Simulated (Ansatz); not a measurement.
Geometry optimisation, RKS PBE/def2-SVP (Ansatz).

input.yaml

```yaml
crystal:
  periodic: [false, false, false]
  atoms:
    - { symbol: Al, position_ang: [-1.21229, 1.30765, -1.39382] }
    - { symbol: Al, position_ang: [0.14444, 0.69286, 0.69217] }
    - { symbol: S, position_ang: [0.76578, -1.71318, 0.37496] }
    - { symbol: H, position_ang: [-1.15338, -0.08406, -2.13437] }
    - { symbol: H, position_ang: [-1.94339, 2.56857, -1.93381] }
    - { symbol: H, position_ang: [0.89251, 0.75206, 2.06268] }
    - { symbol: H, position_ang: [2.05396, -1.50066, 0.68873] }
    - { symbol: H, position_ang: [0.45237, -2.02325, 1.64345] }
total_charge: 1
basis:
  gaussian: { orbitals: def2-SVP }
hamiltonian:
  xc: pbe
relax:
  f_tol: 0.02
  max_steps: 50
```

Command:

```bash
$ ansatz run input.yaml --threads 1 --pin off --max-ram 2048MiB --backend cpu --events-out ev --progress --plain --runs-dir out
```

Where does it end, and by what steps?

The run converged. The force dipped under the threshold on the way, but the program's further checks kept it going. Limits of this set-up: the dipole of an ion depends on the origin. After 28 steps the energy has fallen by 0.276 eV; H7 moved furthest, 1.38 Å.

| step | energy less start (eV) | largest force component (eV/Å) | accepted |
| --- | --- | --- | --- |
| 0 | 0.0000 | 0.957 | yes |
| 1 | -0.1398 | 0.266 | yes |
| 2 | -0.1577 | 0.260 | yes |
| 3 | -0.1866 | 0.078 | yes |
| 4 | -0.1787 | 0.214 | no |
| 5 | -0.1951 | 0.030 | yes |
| 6 | -0.1995 | 0.041 | yes |
| 7 | -0.2005 | 0.037 | yes |
| 8 | -0.1992 | 0.095 | no |
| 9 | -0.2008 | 0.019 | yes |
| 10 | -0.2011 | 0.138 | yes |
| 11 | -0.2018 | 0.118 | yes |
| 12 | -0.2073 | 0.120 | yes |
| 13 | -0.1989 | 0.695 | no |
| 14 | -0.2113 | 0.079 | yes |
| 15 | -0.2141 | 0.237 | yes |
| 16 | -0.2170 | 0.420 | yes |
| 17 | -0.2227 | 0.238 | yes |
| 18 | -0.1894 | 0.361 | no |
| 19 | -0.2414 | 0.181 | yes |
| 20 | -0.2495 | 0.115 | yes |
| 21 | -0.2557 | 0.375 | yes |
| 22 | -0.2581 | 0.542 | yes |
| 23 | -0.2733 | 0.050 | yes |
| 24 | -0.2729 | 0.075 | no |
| 25 | -0.2748 | 0.023 | yes |
| 26 | -0.2757 | 0.010 | yes |
| 27 | -0.2759 | 0.045 | yes |
| 28 | -0.2761 | 0.019 | yes |

```xyz
8
Properties=species:S:1:pos:R:3
Al -1.052 1.206 -1.553
Al -0.071 0.634 0.845
S 0.549 -1.797 1.082
H -0.732 0.108 -2.661
H -1.854 2.572 -1.657
H 0.303 1.054 2.336
H 1.112 -2.083 -0.132
H 1.745 -1.693 1.739
```

Whether the end is a true minimum wasn't checked by a vibrational analysis.

Time of the run: 58 s on 1 thread of Arm Neoverse V2 (shared host), peak memory 0.14 GiB.
